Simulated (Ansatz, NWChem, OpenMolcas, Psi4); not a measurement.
**A substitution series on C: F to Cl**

On one C centre, n of the F ligands are replaced by Cl. The HOMO–LUMO gap y in eV at B3LYP/6-31G* (spherical functions). Shapes, held fixed at every level: PBE0-D4/def2-TZVP. Programs: Ansatz 0.2.0, NWChem 7.3.0, OpenMolcas 26.06, Psi4 1.11. A level may come from different programs for different species; with the same settings they agree closely.

| molecule | n | y (eV) |
| --- | --- | --- |
| CF4 | 0 | 16.99 |
| CClF3 | 1 | ? |
| CCl3F | 3 | 7.39 |
| CCl4 | 4 | 7.05 |

**Question.** Fit y = c + s·n to the known rows and predict CClF3.

**Answer.** 
1. Means of the 3 rows: n = 2.33333, y = 10.477.
2. Σ(Δn)² = 8.6667, Σ(Δn·Δy) = -22.967, so the slope is -22.967/8.6667 = -2.65.
3. Intercept: 10.477 − (-2.65) × 2.33333 = 16.660. The largest residual of the fit is 1.32.
4. CClF3: 16.660 + (-2.65) × 1 = 14.01 eV.

The run gave 9.62 eV, so the prediction is off by +4.39 eV, more than the scatter of the fit. The step per swap changes from -7.37 to -0.34 eV along the series, so a line misses the bend. Other levels give for CClF3: HF/STO-3G 20.82; HF/3-21G 18.63 eV. Orbital gaps aren't excitation energies, and the LUMO depends on the basis.
